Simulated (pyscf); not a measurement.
Structures and frequencies: ωB97X-D3(BJ)/def2-SVP in PySCF.

**Question.** PBE/def2-TZVP puts the barrier of H₂N–NH–GeH₃ + H₂ -> H₂N–NH₂ + GeH₄ (four-centre exchange; singlet surface; Ge–N, H–H broken, H–N, Ge–H formed) at 36.3 kcal/mol and the reaction energy at -7.1 kcal/mol, from the separated reactants. What do PBE0-D3(BJ)/def2-TZVP, M06-2X/def2-TZVP, ωB97M-D3(BJ)/def2-TZVP give on the same structures?

**Answer.** PBE0-D3(BJ): ΔE‡ = 38.4 kcal/mol, ΔE = -7.1 kcal/mol; M06-2X: ΔE‡ = 44.2 kcal/mol, ΔE = -2.6 kcal/mol; ωB97M-D3(BJ): ΔE‡ = 41.8 kcal/mol, ΔE = -7.4 kcal/mol. PBE's barrier lies under all of them, by 2.2 to 7.9 kcal/mol. Its reaction energy matches one of them and lies within 4.6 kcal/mol of the others. Low barriers are usual for a GGA, whose delocalisation error favours stretched bonds. H₂N–NH–GeH₃ lies 44.8 kcal/mol over its isomer H₂N–GeH₂–NH₂ (electronic energy, ωB97M-D3(BJ)/def2-TZVP). One saddle was located; it need not be the lowest between these sides. Elements up to Kr have no core potential and no relativistic terms here.
